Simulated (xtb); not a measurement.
xtb input (GFN2-xTB):

```bash
xtb mol.xyz --gfn 2 --sp --chrg -1 --uhf 0
```
mol.xyz:
```
3

P      0.00056199     0.07657355     0.08927023
H      1.02683735    -0.58960829    -0.66288796
H     -1.03526727    -0.55899489    -0.67616545
```

Output:

```
           -------------------------------------------------
          |                Calculation Setup                |
           -------------------------------------------------

           -------------------------------------------------
          |                 G F N 2 - x T B                 |
           -------------------------------------------------

        Reference                      10.1021/acs.jctc.8b01176
      * Hamiltonian:
        H0-scaling (s, p, d)           1.850000    2.230000    2.230000
        zeta-weighting                 0.500000
      * Dispersion:
        s8                             2.700000
        a1                             0.520000
        a2                             5.000000
        s9                             5.000000
      * Repulsion:
        kExp                           1.500000    1.000000
        rExp                           1.000000
      * Coulomb:
        alpha                          2.000000
        third order                    shell-resolved
        anisotropic                    true
        a3                             3.000000
        a5                             4.000000
        cn-shift                       1.200000
        cn-exp                         4.000000
        max-rad                        5.000000

          ...................................................
          :                      SETUP                      :
          :.................................................:
          :  # basis functions                  12          :
          :  # atomic orbitals                  11          :
          :  # shells                            5          :
          :  # electrons                         8          :
          :  max. iterations                   250          :
          :  Hamiltonian                  GFN2-xTB          :
          :  restarted?                      false          :
          :  GBSA solvation                  false          :
          :  PC potential                    false          :
          :  electronic temp.          300.0000000     K    :
          :  accuracy                    1.0000000          :
          :  -> integral cutoff          0.2500000E+02      :
          :  -> integral neglect         0.1000000E-07      :
          :  -> SCF convergence          0.1000000E-05 Eh   :
          :  -> wf. convergence          0.1000000E-03 e    :
          :  Broyden damping             0.4000000          :
          :  net charge                         -1          :
          :  unpaired electrons                  0          :
          ...................................................

 iter      E             dE          RMSdq      gap      omega  full diag
   1     -3.7022809 -0.370228E+01  0.678E+00    4.04       0.0  T
   2     -3.7090969 -0.681596E-02  0.378E+00    3.78       1.0  T
   3     -3.7101450 -0.104816E-02  0.117E+00    3.49       1.0  T
   4     -3.7102004 -0.553814E-04  0.357E-01    3.41       1.0  T
   5     -3.7102035 -0.306231E-05  0.574E-02    3.43       1.0  T
   6     -3.7102037 -0.197151E-06  0.240E-02    3.44       2.4  T
   7     -3.7102038 -0.173310E-06  0.287E-03    3.44      20.1  T
   8     -3.7102038 -0.230670E-09  0.159E-03    3.44      36.3  T
   9     -3.7102038 -0.104309E-09  0.455E-05    3.44    1269.5  T
  10     -3.7102038 -0.180300E-12  0.138E-05    3.44    4189.1  T

   *** convergence criteria satisfied after 10 iterations ***

         #    Occupation            Energy/Eh            Energy/eV
      -------------------------------------------------------------
         1        2.0000           -0.3813687             -10.3776
         2        2.0000           -0.2267059              -6.1690
         3        2.0000           -0.1964025              -5.3444
         4        2.0000           -0.1066198              -2.9013 (HOMO)
         5                          0.0196794               0.5355 (LUMO)
         6                          0.0959384               2.6106
         7                          0.1963012               5.3416
         8                          0.1983334               5.3969
         9                          0.1999716               5.4415
       ...                                ...                  ...
        11                          1.0244352              27.8763
      -------------------------------------------------------------
                  HL-Gap            0.1262991 Eh            3.4368 eV
             Fermi-level           -0.0434702 Eh           -1.1829 eV

 SCC (total)                   0 d,  0 h,  0 min,  0.002 sec
 SCC setup                      ...        0 min,  0.000 sec (  3.766%)
 Dispersion                     ...        0 min,  0.000 sec (  1.130%)
 classical contributions        ...        0 min,  0.000 sec (  0.633%)
 integral evaluation            ...        0 min,  0.000 sec ( 11.875%)
 iterations                     ...        0 min,  0.001 sec ( 57.949%)
 molecular gradient             ...        0 min,  0.000 sec ( 18.391%)
 printout                       ...        0 min,  0.000 sec (  5.653%)

         :::::::::::::::::::::::::::::::::::::::::::::::::::::
         ::                     SUMMARY                     ::
         :::::::::::::::::::::::::::::::::::::::::::::::::::::
         :: total energy              -3.697096850996 Eh    ::
         :: gradient norm              0.050063598743 Eh/a0 ::
         :: HOMO-LUMO gap              3.436773990263 eV    ::
         ::.................................................::
         :: SCC energy                -3.710203833436 Eh    ::
         :: -> isotropic ES            0.129278994168 Eh    ::
         :: -> anisotropic ES          0.002159642373 Eh    ::
         :: -> anisotropic XC          0.001531100150 Eh    ::
         :: -> dispersion             -0.000639528527 Eh    ::
         :: repulsion energy           0.013106982440 Eh    ::
         :: add. restraining           0.000000000000 Eh    ::
         :: total charge              -1.000000000000 e     ::
         :::::::::::::::::::::::::::::::::::::::::::::::::::::

           -------------------------------------------------
          |                Property Printout                |
           -------------------------------------------------

    * Orbital Energies and Occupations

         #    Occupation            Energy/Eh            Energy/eV
      -------------------------------------------------------------
         1        2.0000           -0.3813687             -10.3776
         2        2.0000           -0.2267059              -6.1690
         3        2.0000           -0.1964025              -5.3444
         4        2.0000           -0.1066198              -2.9013 (HOMO)
         5                          0.0196794               0.5355 (LUMO)
         6                          0.0959384               2.6106
         7                          0.1963012               5.3416
         8                          0.1983334               5.3969
         9                          0.1999716               5.4415
        10                          0.5810252              15.8105
        11                          1.0244352              27.8763
      -------------------------------------------------------------
                  HL-Gap            0.1262991 Eh            3.4368 eV
             Fermi-level           -0.0434702 Eh           -1.1829 eV

     #   Z          covCN         q      C6AA      α(0)
     1  15 P        1.949    -0.997   239.562    29.240
     2   1 H        0.974    -0.001     3.074     2.740
     3   1 H        0.974    -0.001     3.074     2.740

 Mol. C6AA /au·bohr⁶  :        358.976246
 Mol. C8AA /au·bohr⁸  :      16192.367626
Note: The following floating-point exceptions are signalling: IEEE_DENORMAL
normal termination of xtb
 Mol. α(0) /au        :         34.719090

Wiberg/Mayer (AO) data.
largest (>0.10) Wiberg bond orders for each atom

 ---------------------------------------------------------------------------
     #   Z sym  total        # sym  WBO       # sym  WBO       # sym  WBO
 ---------------------------------------------------------------------------
     1  15 P    1.986 --     3 H    0.993     2 H    0.993
     2   1 H    1.000 --     1 P    0.993
     3   1 H    1.000 --     1 P    0.993
 ---------------------------------------------------------------------------

Topologies differ in total number of bonds
Writing topology from bond orders to xtbtopo.mol

molecular dipole:
                 x           y           z       tot (Debye)
 q only:       -0.001      -0.141      -0.165
   full:       -0.002      -0.296      -0.345       1.154
molecular quadrupole (traceless):
                xx          xy          yy          xz          yz          zz
 q only:        0.018      -0.000      -0.002      -0.000      -0.042      -0.015
  q+dip:        0.276      -0.009      -0.181       0.007       0.278      -0.095
   full:        1.147      -0.033      -0.702       0.023       0.835      -0.445

           -------------------------------------------------
          | TOTAL ENERGY               -3.697096850996 Eh   |
          | GRADIENT NORM               0.050063598743 Eh/α |
          | HOMO-LUMO GAP               3.436773990263 eV   |
           -------------------------------------------------

------------------------------------------------------------------------
------------------------------------------------------------------------
 total:
 SCF:
```

Whether it binds its extra electron was not tested at this geometry.
